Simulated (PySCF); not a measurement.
## Cl₂, singlet in STO-3G: errors against full CI

Geometry: MP2(full)/6-31G*, from the G2/97 set.

```xyz
2

Cl    0.0000    0.0000    0.0000
Cl    0.0000    0.0000    2.0151
```

Basis STO-3G; PySCF 2.14.0. Correlated methods freeze the noble-gas cores, which leaves 14 electrons in 8 orbitals. R marks a restricted (for open shells ROHF) determinant.

Full CI is exact within this basis and frozen core; it isn't the basis-set limit.

```
UHF ⟨S²⟩                          : 0.000
T1 diagnostic (RCCSD)             : 0.0036
largest doubles amplitude (RCCSD) : 0.171
```

| level | E − E(full CI) (kJ/mol) | share of correlation (%) | wall time |
| --- | --- | --- | --- |
| RHF | 76.5 | 0.00 | – |
| RMP2 | 25.8 | 66.31 | – |
| RCCSD | 0.0 | 100.00 | 0.2 s |
| RCCSD(T) | 0.0 | 100.00 | 0.2 s |
| RCCSDT | 0.0 | 100.00 | 0.85 s |
| RCCSDT(Q) | 0.0 | 100.00 | 0.85 s |

The correlation energy at full CI, counted from RHF, is -0.793 eV. That run took 0.08 s on 1 thread of Intel Xeon, shared host over 12 determinants.

Times are those of the correlated step on a shared host, with one SCF added for the restricted CCSD run; they ran on 1 thread of Intel Xeon.

The full-CI state has the irrep Ag of D2h, in the program's axes (one component, if the state is degenerate).

Natural occupations of full CI about the gap: 2.000 1.998 1.998 1.998 1.941 0.066; effectively unpaired electrons, Σ n²(2−n)², 0.03.

Atomization energy (electronic, same basis, no zero-point term; atoms at the same level, unrestricted beside the R rows where the molecule is a closed shell; the atoms' step beyond CCSDT comes from their full CI) at full CI: 153.7 kJ/mol. Errors of other levels:

```
    level  error (kJ/mol)
      RHF           -76.5
     RMP2           -25.8
    RCCSD             0.0
 RCCSD(T)             0.0
   RCCSDT             0.0
RCCSDT(Q)             0.0
```

This basis is far from its limit, so the value isn't to be set against a measured one.
